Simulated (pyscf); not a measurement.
Single points on ωB97X-D3(BJ)/def2-SVP structures (PySCF, gas phase).

Question: PBE/def2-TZVP puts the barrier of methylsilane (H₃C–SiH₃) + Cl atom (Cl•) -> chloromethane (H₃C–Cl) + silyl (SiH₃•) (substitution at C; doublet surface; C–Si broken, C–Cl formed) at 11.6 kcal/mol and the reaction energy at -0.4 kcal/mol, from the separated reactants. What do PBE0-D3(BJ)/def2-TZVP, M06-2X/def2-TZVP, ωB97M-D3(BJ)/def2-TZVP give on the same structures?

Answer: PBE0-D3(BJ): ΔE‡ = 17.8 kcal/mol, ΔE = +2.7 kcal/mol; M06-2X: ΔE‡ = 21.1 kcal/mol, ΔE = +3.1 kcal/mol; ωB97M-D3(BJ): ΔE‡ = 24.2 kcal/mol, ΔE = +6.3 kcal/mol. PBE's barrier lies under all of them, by 6.1 to 12.5 kcal/mol. Its reaction energy lies under all of them, by 3.1 to 6.7 kcal/mol. Low barriers are usual for a GGA, whose delocalisation error favours stretched bonds. The same reactants have a lower exit, to •H₂C–SiH₃ + HCl (barrier +4.4 kcal/mol at ωB97M-D3(BJ)/def2-TZVP, against +24.2 kcal/mol here). One saddle was located; it need not be the lowest between these sides. The angle at the attacked C is 180°. Left out: the spin-orbit lowering of Cl.
